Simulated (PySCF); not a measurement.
H4N2, SMILES NN.

Coordinates come from a B3LYP-D3(BJ)/def2-TZVP optimisation.

Calculation: SMD-M06-2X/6-31G* (PySCF).

Solvation free energies are E(SMD) − E(gas) at the gas-phase geometry, for 1 M in both phases. In vacuum the dipole moment is 2.17 D.

Question: Estimate the solvation free energies in water, n-hexane, ethanol. (Estimate from the structure and the level; the computed values follow.)

Answer: 
```
solvent   ΔG(solv) (kcal/mol)  its non-electrostatic (CDS) part  dipole (D)
--------  -------------------  --------------------------------  ----------
water                    -5.6                               2.8        2.57
n-hexane                 -1.0                               1.9        2.30
ethanol                  -5.9                               2.1        2.55
```
